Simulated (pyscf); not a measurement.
HO–Al [singlet] + hydrogen (H₂) → water (H₂O) + AlH [singlet] (concerted two-bond exchange; singlet surface; Al–O, H–H broken, H–O, Al–H formed). Optimised with ωB97X-D3(BJ)/def2-SVP in PySCF. Energies in kcal/mol from the separated reactants.

| level | barrier | reaction energy |
|---|---|---|
| ωB97X-D3(BJ)/def2-TZVP | 39.6 | +44.1 |
| PBE/def2-TZVP | 34.3 | +43.6 |
| B3LYP-D3(BJ)/def2-TZVP | 39.6 | +44.6 |
| PBE0-D3(BJ)/def2-TZVP | 35.8 | +42.4 |
| ωB97M-D3(BJ)/def2-TZVP | 39.8 | +44.0 |
| HF/def2-TZVP | 50.5 | +39.1 |

On the product side the descent ends in an adduct with a Al–O contact, 13.0 kcal/mol under the separated species and 8.5 kcal/mol under the saddle at ωB97X-D3(BJ)/def2-TZVP. At ωB97X-D3(BJ)/def2-TZVP, PBE, B3LYP-D3(BJ), PBE0-D3(BJ), ωB97M-D3(BJ) the saddle lies under the separated products, which points to a path from their complex (located at ωB97X-D3(BJ) alone), and parting the products costs more than the saddle. What is counted as broken (Al–O) persists as a longer contact in the product adduct; parting that adduct is a step of its own. At the saddle there is also a short Al–H contact that neither side keeps. This saddle turned up in a search for another step; its sides and bond changes are read from the two ends of the descent. One saddle was located; it need not be the lowest between these sides.
